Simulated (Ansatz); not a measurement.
in.yaml

```yaml
crystal:
  periodic: [false, false, false]
  atoms:
    - {symbol: B, position_ang: [0.000000, -0.090820, 0.000000]}
    - {symbol: H, position_ang: [0.000000, 0.487062, -1.210000]}
    - {symbol: H, position_ang: [0.000000, 0.487062, 1.210000]}
basis:
  gaussian: {orbitals: "6-31++G**"}
total_charge: -1
magnetization: {spin_polarized: false, initial_magnetization: 2}
correlation: {method: fci, electrons: outside_noble_gas}
```

```sh
$ ansatz run in.yaml --threads 1 --pin off --events-out ev --progress --plain --max-ram 2393MiB
```

The program prints:

```
495 factors; integrals over basis functions are off by at most 2.5e-7 eV
mean field evaluation 1: about -697.2039 eV, gradient 1.5e1 eV
mean field evaluation 2: about -697.2140 eV, gradient 1.5e1 eV
mean field evaluation 4: about -699.8481 eV, gradient 2.2e0 eV
mean field evaluation 8: about -699.9422 eV, gradient 2.0e-1 eV
mean field -699.94293729 eV, -25.7224285072 hartree, gradient 2.9e-6 eV, S^2 2.000000; 0 other end points of the search recorded, 0 dependent functions left out
mean field evaluation 16: about -698.2488 eV, gradient 9.9e0 eV
1 core orbitals not correlated: weight in the atoms' cores, before any rotation towards them, 1.000 or more for the frozen orbitals, at most 0.000 for the correlated occupied ones
reference -699.94293729 eV, -25.7224285072 hartree; 4, 2 occupied and 26, 28 virtual orbitals, 495 factors
state -702.78224640 eV, -25.8267711923 hartree
Total energy: -702.78224640 eV, -25.8267711923 hartree
```

Natural occupations: 1.9533 1.9481 0.9838 0.9810 0.0326 0.0258 0.0202 0.0159 0.0103 0.0099 0.0033 0.0026 0.0026 0.0020 0.0018 0.0012 0.0010 0.0009 0.0007 0.0007 0.0004 0.0004 0.0004 0.0004.

Ran on 1 thread of AMD EPYC 7R43, shared host: 19 s wall, 0.49 GiB peak host memory.
